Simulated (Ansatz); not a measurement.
# SiN₂ (triplet): wave-function methods side by side, def2-QZVPP

One table from this session's results is given with a row withheld; the runs are named, their logs left out.

Method: def2-QZVPP, core rule «outside noble gas», up to 7 orbitals frozen; program: Ansatz 0.2.0, Gaussian basis.

To be run: UHF; ROHF; CCSD(T) on UHF.

2 further runs of the same task are left out: 2 set aside as unsound or not needed.

### The system

The geometry is a PBE0/def2-TZVP stationary point (not a proven minimum).

3 atoms, charge 0, spin multiplicity 3.

Atoms are counted from 1 here; the program's logs count them from 0.

Bond lengths: N1–N2 1.137 Å, N2–Si3 1.741 Å. Angles: N1–N2–Si3 180.0°.

Set-up of the first run:

Input file in.yaml:

```yaml
crystal:
  periodic: [false, false, false]
  atoms:
    - {symbol: N, position_ang: [0.000000, 0.000000, -1.338000]}
    - {symbol: N, position_ang: [0.000000, 0.000000, -0.201300]}
    - {symbol: Si, position_ang: [0.000000, 0.000000, 1.539300]}
basis:
  gaussian: {orbitals: "def2-QZVPP.json"}
magnetization: {spin_polarized: true, initial_magnetization: 2}
hamiltonian: {xc: hf}
output: {orbitals: {seedname: orbitals}}
```

Launch:

```
ansatz run in.yaml --threads 1 --pin off --events-out ev --progress --plain --max-ram 2393MiB
```

Steps of the session up to this table: UHF; ROHF; CCSD(T) on UHF.

One of the session's tables, all rows but one given; the rest of the session is left out.

```
  method  from UCCSD(T) (kJ/mol)
    ROHF                 +1413.3
     UHF                 +1345.1
    UMP2                  +152.5
   UCCSD                       ?
UCCSD(T)                       0
```

Estimate the missing values for UCCSD.

As computed: from UCCSD(T) (kJ/mol): +74.2. In the column «from UCCSD(T) (kJ/mol)» it lies between UCCSD(T) (0) and UMP2 (+152.5).
